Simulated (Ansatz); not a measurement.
hcp Be

Computed with LDA in Ansatz (PAW).

Numerical settings: plane-wave cutoff 500 eV, 36×36×20 k mesh (along the axes of the cell as run), Fermi–Dirac smearing 0.1 eV, scalar-relativistic PAW data made under PBE.

Cell: relaxed at this level.

```
Item                        Value
-------------------  ------------
volume per atom      7.55 Å³/atom
lattice parameter a       2.227 Å
c axis length             3.516 Å
```

Measured, for comparison: lattice constant a 2.286 Å (293 K, not corrected to a static lattice, our sources range from 2.286 to 2.290; as tabulated in Wikipedia's data pages); lattice parameter c 3.584 Å (293 K, not corrected to a static lattice; as tabulated in Wikipedia's data pages). Computed (rounded) less measured: lattice constant a -2.6 % (-2.6 % to -2.8 % over the range), lattice parameter c -1.9 %. A static lattice is as a rule a little smaller and stiffer than an uncorrected measurement, which narrows the difference in the lattice parameter c and would widen misses of the other sign.

It cost very roughly 40 core-seconds of CPU time.

Ansatz is an electronic-structure program.
